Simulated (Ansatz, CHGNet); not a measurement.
For CaB6-type LaB6, the machine-learned potential CHGNet 0.3.0 (trained on PBE and PBE+U data) gives:

* **equilibrium lattice constant a**: 4.157 Å
* **elastic constant C11**: 334 GPa
* **elastic constant C44**: 29.5 GPa
* **Voigt–Reuss–Hill shear modulus**: 52.5 GPa

Q: What does r²SCAN in Ansatz (plane waves, PAW) give for the same quantities?

A: 
- lattice constant a: 4.153 Å (falls by 0.1 %)
- elastic constant C11: 493 GPa (grows by 48 %)
- elastic constant C44: 97.3 GPa (goes up by 230 %)
- Voigt–Reuss–Hill shear modulus: 140 GPa (grows by 170 %)

For comparison: lattice constant a 4.157 Å (measured, 296 K, no zero-point or thermal correction; as tabulated in Tsubota and Kitagawa (2017), doi:10.1038/s41598-017-15766-y); elastic constant C11 477 ± 26 GPa (measured, temperature not stated, not corrected to a static lattice; as tabulated in Z. Phys. B, doi 10.1007/BF01469434 (note on Brillouin scattering of LaB6)); elastic constant C44 90 ± 5 GPa (measured, temperature not stated, no zero-point or thermal correction; as tabulated in Z. Phys. B, doi 10.1007/BF01469434 (note on Brillouin scattering of LaB6)).

Changes are worked out from the printed values.

Unless a cell is named, each level is at its own relaxed cell (CHGNet 0.3.0 10.26, r²SCAN 10.23 Å³/atom).

Ansatz's density-functional and Hartree–Fock values are scalar-relativistic unless marked +SOC, with PAW data made under PBE.

Ansatz is a first-principles code.
